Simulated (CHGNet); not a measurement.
# fcc Au

Calculation: the machine-learned potential CHGNet-r²SCAN (trained on r²SCAN data).

Cell (relaxed at this level):

```
CELL_PARAMETERS angstrom
      0.00000     2.06791     2.06791
      2.06791     0.00000     2.06791
      2.06791     2.06791     0.00000
ATOMIC_POSITIONS crystal
  Au 0.00000 0.00000 0.00000
```

For fcc Au, the vacancy formation energy is 0.15 eV.

Measured, for comparison: vacancy formation energy 0.89 ± 0.04 eV (no zero-point or thermal correction, monovacancy; as tabulated in Mehl and Papaconstantopoulos (1996), arXiv:mtrl-th/9602003). Computed (rounded) less measured: vacancy formation energy -0.74 eV.

A machine-learned potential is trained on density-functional data: it inherits that level's misses and adds fitting errors of its own.

Note: the model's elastic tensor is not positive definite here.
